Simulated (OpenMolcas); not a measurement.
# UHF/pcseg-1 run of CH4BS (SMILES [BH]SC)

Aim: a structure relaxation of CH4BS. 

The results are computed with OpenMolcas 26.06.

### Step 1. The structure to begin with

CH4BS has 7 atoms, charge 0, and is taken as a doublet. As SMILES, `[BH]SC`. Geometry: a GFN2-xTB relaxation, a rough one for these elements and not checked as a minimum. The run starts from this shape.

Bond lengths: B1–S2 1.700 Å, S2–C3 1.866 Å, B1–H4 1.157 Å, C3–H5 1.084 Å, C3–H6 1.084 Å, C3–H7 1.084 Å. Angles: B1–S2–C3 105.5°, S2–B1–H4 128.1°, S2–C3–H5 108.9°, S2–C3–H6 109.2°, S2–C3–H7 106.8°, H5–C3–H6 110.8°, H5–C3–H7 110.4°, H6–C3–H7 110.6°.

### Step 2. A geometry optimisation at UHF/pcseg-1

The input, run.inp:

```
>>> EXPORT MOLCAS_PRINT=2

&GATEWAY
  BASLIB
  $CurrDir
  COORD
  7
  angstrom
  B       -1.704520      -0.370370      -0.327470
  S       -0.280580      -0.951870       0.395930
  C        1.000390       0.374800       0.113830
  H       -2.739450      -0.884260      -0.381960
  H        1.216570       0.433990      -0.947150
  H        0.621480       1.320500       0.483530
  H        1.886100       0.077210       0.663290
  BASIS
  pcseg-1
  GROUP
  NoSym
>>> EXPORT MOLCAS_MAXITER=40
>>> Do While

&SEWARD

&SCF
  UHF
  SPIN
  2
  PRORBITALS
  0

&SLAPAF
>>> EndDo
```

The basis set pcseg-1 is read from a file made from the Basis Set Exchange's data (not shown).

On the command line:

```
$ export MOLCAS_MEM=1860
$ pymolcas run.inp > run.log
```

What values should one expect? Wanted: total energy at the end; dipole moment; HOMO energy; LUMO energy; ⟨S²⟩.

**Answer.** As computed:

At UHF/pcseg-1:

| quantity | value |
| --- | --- |
| total energy at the end | -462.31611 Eh |
| dipole moment | 1.47 D |
| HOMO energy (highest over α and β) | -9.12 eV |
| LUMO energy (lowest over α and β) | 1.86 eV |
| ⟨S²⟩ | 0.759 |

What this shows: At the final geometry: Bond lengths: B1–S2 1.761 Å, S2–C3 1.824 Å, B1–H4 1.184 Å, C3–H5 1.081 Å, C3–H6 1.081 Å, C3–H7 1.083 Å. Angles: B1–S2–C3 105.0°, S2–B1–H4 124.0°, S2–C3–H5 110.5°, S2–C3–H6 110.5°, S2–C3–H7 107.1°, H5–C3–H6 110.0°, H5–C3–H7 109.4°, H6–C3–H7 109.4°. The optimisation took 13 steps and changed the energy by -0.080 eV. Mulliken charges run from -0.34 on C3 to +0.13 on H5; they depend strongly on the basis.
